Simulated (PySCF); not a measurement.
The scaffold NC-X carries different groups X. All species are isolated molecules in the gas phase. Strings in code marks are SMILES.

The HOMO from two functionals at the same geometries (B3LYP-D3(BJ)/def2-TZVP), both in PySCF: PBE-D3(BJ)/def2-TZVP and B3LYP-D3(BJ)/def2-TZVP. B3LYP has the VWN-RPA correlation part, as in Gaussian. 

```csv
species,PBE-D3(BJ)/def2-TZVP (eV)
X = H (`C#N`),-9.04
X = formyl (`C(C=O)#N`),-7.45
X = ethynyl (`C(#C)C#N`),-7.85
X = AlH2 (`N#[C][AlH2]`),-7.95
```

### Question
What does B3LYP-D3(BJ)/def2-TZVP give for each?

### Answer

- X = H (`C#N`): -10.17
- X = formyl (`C(C=O)#N`): -8.97
- X = ethynyl (`C(#C)C#N`): -8.79
- X = AlH2 (`N#[C][AlH2]`): -9.05
Over these rows, drawn at random from the members with no instability flagged (it was tested for open shells, ions and some series alone), PBE minus B3LYP-D3(BJ): mean +1.17 eV, from +0.95 eV to +1.52 eV.
